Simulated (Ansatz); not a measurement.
`NN[SiH3]`, charge 0, multiplicity 1.

(1) Give a relaxed structure at PBE0-D4/def2-TZVP (the Gaussian-basis code of Ansatz). (Best estimate.)

Answers

(1) Ansatz gave: 
```xyz
9

N    -1.020   -0.227    1.235
N    -0.625   -0.457   -0.096
Si    0.775    0.237   -0.801
H    -0.261   -0.432    1.876
H    -1.290    0.742    1.355
H    -1.150   -1.200   -0.523
H     2.019   -0.108   -0.050
H     0.686    1.725   -0.804
H     0.866   -0.280   -2.191
```
Point group Cs.
This is one stationary point; other conformers may exist.
